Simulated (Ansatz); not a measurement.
Geometry optimisation, Ansatz, UKS PBE0-D4/def2-SVP.

input.yaml

```yaml
crystal:
  periodic: [false, false, false]
  atoms:
    - { symbol: H, position_ang: [0.382886, -0.979674, 0.887384] }
    - { symbol: "N", position_ang: [0.710053, -0.092543, 0.509136] }
    - { symbol: Si, position_ang: [-0.196127, 0.592766, -0.801241] }
    - { symbol: H, position_ang: [-0.506947, -2.417093, 1.807208] }
    - { symbol: H, position_ang: [0.975964, 0.5191, 1.276423] }
    - { symbol: H, position_ang: [-1.548638, 1.157931, -0.468271] }
    - { symbol: H, position_ang: [0.596572, 1.707048, -1.401833] }
    - { symbol: H, position_ang: [-0.413763, -0.487636, -1.808806] }
magnetization:
  spin_polarized: true
  initial_magnetization: 1
basis:
  gaussian: { orbitals: def2-SVP }
hamiltonian:
  xc: pbe0
  dispersion: d4
relax:
  f_tol: 0.03
  max_steps: 50
```

Launched with:

```bash
$ ansatz run input.yaml --threads 2 --pin off --max-ram 3072MiB --backend cpu --events-out ev --progress --plain --runs-dir out
```

Question: Where does it end, and by what steps?

Answer: It converged. The force dipped under the threshold on the way, but the program's further checks kept it going. After 17 steps the energy has fallen by 0.028 eV; H4 moved furthest, 1.06 Å.

| step | energy less start (eV) | largest force component (eV/Å) | accepted |
| --- | --- | --- | --- |
| 0 | 0.0000 | 0.118 | yes |
| 1 | -0.0034 | 0.074 | yes |
| 2 | -0.0157 | 0.076 | yes |
| 3 | -0.0190 | 0.090 | yes |
| 4 | -0.0203 | 0.060 | yes |
| 5 | -0.0209 | 0.015 | yes |
| 6 | -0.0213 | 0.018 | yes |
| 7 | -0.0215 | 0.030 | yes |
| 8 | -0.0219 | 0.083 | yes |
| 9 | -0.0222 | 0.069 | yes |
| 10 | -0.0236 | 0.038 | yes |
| 11 | -0.0250 | 0.045 | yes |
| 12 | -0.0262 | 0.090 | yes |
| 13 | -0.0266 | 0.096 | yes |
| 14 | -0.0273 | 0.054 | yes |
| 15 | -0.0281 | 0.039 | yes |
| 16 | -0.0282 | 0.047 | yes |
| 17 | -0.0283 | 0.028 | yes |

```xyz
8
Properties=species:S:1:pos:R:3
H 1.030 -0.886 0.859
N 1.016 0.047 0.464
Si -0.213 0.456 -0.687
H -1.423 -2.094 1.395
H 1.296 0.732 1.157
H -1.612 0.598 -0.155
H 0.153 1.765 -1.307
H -0.247 -0.618 -1.726
```

Whether the end is a true minimum wasn't checked by a vibrational analysis.

The run took 14 s on 2 threads of AMD EPYC 9R14 (Zen 4) (shared host), peak memory 0.16 GiB.
